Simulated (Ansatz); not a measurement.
**CH₃BSi (SMILES B1C=[SiH]1): one structure at several levels**

An exercise on one series of results from a longer session: the logs are not shown, and one member is left open.

Computed with Ansatz 0.2.0, Gaussian basis. Level: single points in def2-TZVPP.

Correlated methods freeze the cores.

### Starting geometry

SMILES `B1C=[SiH]1`, 6 atoms, charge 0, spin multiplicity 1.

Atoms are counted from 1 here; the program's logs count them from 0.

Bond lengths: B1–C2 1.480 Å, B1–Si3 1.879 Å, B1–H4 1.155 Å, C2–Si3 1.786 Å, C2–H5 1.073 Å, Si3–H6 1.602 Å. Angles: C2–B1–Si3 63.0°, C2–B1–H4 149.7°, Si3–B1–H4 147.0°, B1–C2–Si3 69.5°, B1–C2–H5 143.8°, Si3–C2–H5 145.0°, B1–Si3–C2 47.5°, B1–Si3–H6 173.9°, C2–Si3–H6 126.6°.

Coordinates:

```xyz
6
charge 0, multiplicity 1
B    -0.7390   -0.6333   -0.4472
C     0.5049    0.1450   -0.6385
Si   -0.0194    0.2135    1.0679
H    -1.6189   -1.2316   -0.8954
H     1.1478    0.5816   -1.3789
H     0.7358    0.9578    2.2694
```

Set-up of the first run:

The input, run/in.yaml:

```yaml
crystal:
  periodic: [false, false, false]
  atoms:
    - {symbol: B, position_ang: [-0.739000, -0.633300, -0.447200]}
    - {symbol: C, position_ang: [0.504900, 0.145000, -0.638500]}
    - {symbol: Si, position_ang: [-0.019400, 0.213500, 1.067900]}
    - {symbol: H, position_ang: [-1.618900, -1.231600, -0.895400]}
    - {symbol: H, position_ang: [1.147800, 0.581600, -1.378900]}
    - {symbol: H, position_ang: [0.735800, 0.957800, 2.269400]}
basis:
  gaussian: {orbitals: def2-TZVPP}
correlation: {method: ccsd_t}
output: {forces: true}
```

No record of the launch command was kept for these runs.

Among the steps run: CCSD(T)/def2-TZVPP; PBE0-D4/def2-TZVPP; wB97M-V/def2-TZVPP; r2SCAN-D4/def2-TZVPP; PBE-D4/def2-TZVPP; BLYP-D4/def2-TZVPP; LC-wPBE/def2-TZVPP.

One table of the session follows, with a row left open; its other results are not shown here.

| method | RMS force component (eV/Å) | angle to CCSD(T) forces (°) | dipole (D) |
| --- | --- | --- | --- |
| CCSD(T) | 0.753 | reference | 1.29 |
| PBE0-D4 | 0.785 | 18.0 | 1.36 |
| wB97M-V | 0.825 | 17.4 | 1.38 |
| r2SCAN-D4 | ? | ? | ? |
| PBE-D4 | 0.716 | 14.2 | 1.27 |
| BLYP-D4 | 0.724 | 10.1 | 1.22 |
| LC-wPBE | 0.891 | 28.6 | 1.55 |

Q: Estimate the row for r2SCAN-D4 from the others.

As computed: RMS force component (eV/Å): 0.759; angle to CCSD(T) forces (°): 15.4; dipole (D): 1.28. In the column «RMS force component (eV/Å)» it lies between CCSD(T) (0.753) and PBE0-D4 (0.785).
